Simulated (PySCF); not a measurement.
A geometry optimisation on `C#N` (HCN).

Computed with PBE0-D3(BJ)/def2-SVP geometry optimisation, gas phase (PySCF 2.14.0). Start geometry: GFN2-xTB. The command runs a driver script over a list of jobs; the input below is this job's line of settings and its coordinates in Å.

Command:
```bash
OMP_NUM_THREADS=1 python probes_run.py task.json out
```

Input:
```
{"job": {"xc": "PBE0", "basis": "def2-SVP", "d3": "d3bj", "grid": 1, "shake": 0.01, "kind": "geom"}, "charge": 0, "multiplicity": 1}
C     -0.002190    -0.027110     0.000290
N      1.109090     0.015620    -0.013010
H     -1.100880    -0.023450    -0.006460
```

Question: What does the run print?

Answer: 
```
step   0  E = -93.23260531  max force = 0.136114
step   1  E = -93.23714494  max force = 0.022437
step   2  E = -93.23743123  max force = 0.003032
step   3  E = -93.23750165  max force = 0.002924
step   4  E = -93.23751101  max force = 0.001182
step   5  E = -93.23751160  max force = 0.000132
optimisation converged
```

Energies in Eh; «max force» is the largest Cartesian gradient component in Eh/bohr.

Question: Give the first gradient maximum in eV/Å.

Answer: With 1 Eh/bohr = 51.422 eV/Å, 6.999 eV/Å.

Question: How much energy does the optimisation release, in eV?

Answer: E(step 0) − E(last step) = 0.004906 Eh, which is 0.134 eV.

Summary of the converged run: final energy -93.23751 Eh after 5 steps; dipole 2.90 D.

Question: Where do the atoms end?

Answer: 0.021 Å rms from the input after alignment:
```
atom  x, y, z in Å
C1    -0.0172   -0.0297   -0.0185
N2     1.1278    0.1020   -0.0715
H3    -1.0885   -0.1528    0.0305
```

Question: Estimate the wall time. Hardware: one thread of an Arm Neoverse N1, shared host with 64 logical CPUs at a one-minute load of 58. And the peak memory of the process?

Answer: About 2.9 s, with 0.24 GiB resident at the peak, the Python interpreter and its libraries included.
Labels such as C1 count atoms from 1, the log's own numbers from 0.
